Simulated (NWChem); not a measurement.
Spin states of methylamine (CH₅N)

```xyz
7

C     -0.0874     0.6904     0.0000
N      0.1968    -0.7279     0.0000
H      0.3730     1.1640    -0.8817
H      0.3730     1.1640     0.8817
H     -1.1606     0.9771     0.0000
H     -0.2194    -1.1763    -0.8133
H     -0.2194    -1.1763     0.8133
```
Charge 0, spin multiplicity 1.

The numbers come from NWChem runs, not from measurements. All single points use one geometry, from PBE0/def2-SVP, a minimum by its harmonic frequencies.

Basis set: def2-TZVP. The gap is E(triplet) − E(singlet) at the geometry of the singlet, so a negative value puts the higher spin lower. Open shells are unrestricted, coupled cluster uses restricted open-shell references, and the singlet is the closed-shell solution. The triplet is the single determinant that the SCF runs reached, with unpaired electrons in orbitals of symmetry a' and a' (Cs labels); it need not be the lowest triplet, which in molecules with degenerate π orbitals can need several determinants.

The cost column gives rough processor time relative to B3LYP; each entry includes its own SCF.

The correlated methods keep 2 core orbitals frozen. B3LYP has NWChem's definition, with VWN1-RPA local correlation. GW and range-separated runs recompute their integrals, the others keep them in memory, which bears on the times. No SCF solution was tested for a lower state. Open-shell Hartree-Fock references start from PBE0 orbitals; any time given for them includes that run. Coupled-cluster values serve here as a point of comparison, not as the truth.

```
method                        vertical singlet-triplet gap (kcal/mol)  relative cost
----------------------------  ---------------------------------------  -------------
HF                                                              129.6        under 3
B2PLYP                                                          142.8        under 3
CR-CCSD(T)                                                      145.6             20
LC-wPBE (omega 0.3 per bohr)                                      [?]              9
PBE                                                               [?]        under 3
B3LYP                                                           138.6              1
CCSD(T)                                                         145.5             10
MP2                                                               [?]        under 3
r2SCAN                                                          135.8        under 3
```

### Question
What belongs in the gaps?

### Answer

- LC-wPBE (omega 0.3 per bohr), vertical singlet-triplet gap (kcal/mol): 145.0
- PBE, vertical singlet-triplet gap (kcal/mol): 135.1
- MP2, vertical singlet-triplet gap (kcal/mol): 150.3
